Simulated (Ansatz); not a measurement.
A run of Ansatz (development build ahead of 0.2.0) on singlet CF₄ at this shape:

```yaml
atoms:
  - { symbol: C, position_ang: [0.0000, 0.0000, 0.0000] }
  - { symbol: F, position_ang: [0.6988, 0.6988, 0.6988] }
  - { symbol: F, position_ang: [0.6988, -0.6988, -0.6988] }
  - { symbol: F, position_ang: [-0.6988, 0.6988, -0.6988] }
  - { symbol: F, position_ang: [-0.6988, -0.6988, 0.6988] }
```

Its results:

```json
{
  "Converged": "yes",
  "Reference energy": "-435.61612 hartree",
  "Correlation energy": "-0.84357 hartree",
  "Total energy": "-436.45969 hartree",
  "Spin squared of the determinant": "0.000"
}
```

(1) Which input gives this output? Name the method, the orbitals and the basis set, and write the input.

## Answers

(1) RHF-MP2 in cc-pVDZ. An unrestricted run that stays on the closed shell gives the same numbers.

```yaml
crystal:
  periodic: [false, false, false]
  atoms:
    - { symbol: C, position_ang: [0.0, 0.0, 0.0] }
    - { symbol: F, position_ang: [0.69884, 0.69884, 0.69884] }
    - { symbol: F, position_ang: [0.69884, -0.69884, -0.69884] }
    - { symbol: F, position_ang: [-0.69884, 0.69884, -0.69884] }
    - { symbol: F, position_ang: [-0.69884, -0.69884, 0.69884] }
basis:
  gaussian: { orbitals: cc-pVDZ }
hamiltonian:
  xc: hf
correlation:
  method: mp2
  frozen_orbitals: { C: 1, F: 1 }
```

Caution: no unrestricted run beside it, a lower state can exist.
